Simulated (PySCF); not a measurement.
Worked example: entropy of an ideal gas

carbon disulfide (CS₂), SMILES S=C=S.

The structure is a stationary point at PBE0-D3(BJ)/def2-TZVP.

PBE0-D3(BJ)/def2-TZVP (PySCF) gives the harmonic wavenumbers 413, 413, 692, 1598 cm⁻¹ and the rotational temperature 0.1578 K. The molar mass is 76.13 g/mol, the symmetry number 2, the spin multiplicity 1.

Task: Work out the entropy at 298.15 K and 1 atm in the rigid-rotor, harmonic-oscillator model.

Result: 
Translation (Sackur–Tetrode at 1 atm): S = R[1.5 ln M + 2.5 ln T − 1.16487] = 162.8 J/(mol K).
Rotation: q = T/(σ θ) = 945, S = R[ln q + 1] = 65.3 J/(mol K).
Vibration: with u = 1.4388 ν/T, each mode gives R[u/(e^u − 1) − ln(1 − e^−u)]:
```csv
ν (cm⁻¹),modes,u,S (J/(mol K))
413,2,1.99,7.67
692,1,3.34,1.32
1598,1,7.71,0.03
```
These are all the modes. Sum 9.0 J/(mol K).
Spin: R ln 1 = 0.0 J/(mol K).
Total 237.1 J/(mol K); the program's own thermochemistry gives 237.1. Translation makes up 69 % and vibration 4 %. Anharmonicity, hindered rotation and orbital degeneracy are left out.
